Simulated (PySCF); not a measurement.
Input of a run (PBE0-D3(BJ)/def2-SVP geometry optimisation, gas phase (PySCF 2.14.0)), started from GFN2-xTB:
```
{"job": {"xc": "PBE0", "basis": "def2-SVP", "d3": "d3bj", "grid": 1, "kind": "geom"}, "charge": -1, "multiplicity": 1}
C      2.626245    -0.128334     0.035137
C      1.408129     0.120801     0.026969
C      0.043395     0.449509     0.021513
C     -0.993979    -0.407494    -0.043801
H     -0.205720     1.523874     0.075299
H     -2.029805    -0.075131    -0.043140
H     -0.844933    -1.478320    -0.099053
```

Output (energies in Eh, forces in Eh/bohr):
```
step   0  E = -153.81131034  max force = 0.022195
step   1  E = -153.81216433  max force = 0.001161
step   2  E = -153.81216471  max force = 0.000732
step   3  E = -153.81216928  max force = 0.000465
step   4  E = -153.81217216  max force = 0.000194
optimisation converged
```

Task: Summarise the run.

Result: The energy falls by 0.54 kcal/mol over 5 energy and gradient evaluations, the largest force component goes from 0.0222 to 1.9e-04 Eh/bohr, and the atoms move by 0.030 Å rms after alignment. Among the bonds, C1≡C2 and C4–H7 change most and about equally (+0.012 to +0.013 Å). Bonds longer at the end by more than 0.005 Å: 5 of 6; shorter: 0. Among the angles that change most is H6–C4–H7, from 115.7° to 117.8°. The energy never rose by more than 1e-6 Eh on the way. The first step brought 99 % of the lowering.

Task: What are the final bond lengths?

Result: C1≡C2 1.257 Å, C2–C3 1.412 Å, C3=C4 1.357 Å, C3–H5 1.107 Å, C4–H6 1.096 Å, C4–H7 1.094 Å. Numbering counts from 1 in the input's order; the species is `[C-]#CC=C`.

The run used 71 basis functions and 32 SCF cycles in all.

Not checked by PBE0-D3(BJ)/def2-SVP frequencies.
